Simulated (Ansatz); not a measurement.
Geometry optimisation, RKS B3LYP/def2-SVP in Ansatz 0.2.0.

input.yaml

```yaml
crystal:
  periodic: [false, false, false]
  atoms:
    - { symbol: C, position_ang: [-1.1733, 0.3302, -0.139] }
    - { symbol: "N", position_ang: [-0.5075, -0.6909, -0.2059] }
    - { symbol: C, position_ang: [0.8805, -0.4467, 0.0332] }
    - { symbol: F, position_ang: [1.1466, 0.5316, 0.9832] }
    - { symbol: H, position_ang: [-2.3063, 0.2994, -0.3371] }
    - { symbol: H, position_ang: [-0.8233, 1.4002, 0.0506] }
    - { symbol: H, position_ang: [1.4561, -0.1384, -0.8635] }
    - { symbol: H, position_ang: [1.4193, -1.3426, 0.4226] }
basis:
  gaussian: { orbitals: def2-SVP }
hamiltonian:
  xc: b3lyp
relax:
  f_tol: 0.02
  max_steps: 40
scf:
  lower_state_search: "off"
```

Command:

```bash
$ ansatz run input.yaml --threads 1 --pin off --max-ram 2048MiB --backend cpu --events-out ev --progress --plain --runs-dir out
```

Where does it end, and by what steps?

It converged. After 8 steps the energy has fallen by 0.445 eV; H6 moved furthest, 0.49 Å.

```tsv
step	energy less start (eV)	largest force component (eV/Å)	accepted
0	0.0000	4.450	yes
1	-0.2708	1.422	yes
2	-0.3356	1.375	yes
3	-0.4180	0.786	yes
4	-0.4432	0.105	yes
5	-0.4378	0.222	no
6	-0.4442	0.098	yes
7	-0.4445	0.031	yes
8	-0.4445	0.012	yes
```

```xyz
8
Properties=species:S:1:pos:R:3
C -1.242 0.371 -0.112
N -0.399 -0.522 -0.424
C 0.953 -0.418 -0.003
F 1.254 0.706 0.750
H -2.281 0.263 -0.455
H -0.992 1.263 0.487
H 1.599 -0.410 -0.900
H 1.201 -1.310 0.601
```

The run took 11 s on 1 thread of Intel(R) Xeon(R) Platinum 8559C (Emerald Rapids) (shared host), peak memory 0.15 GiB.
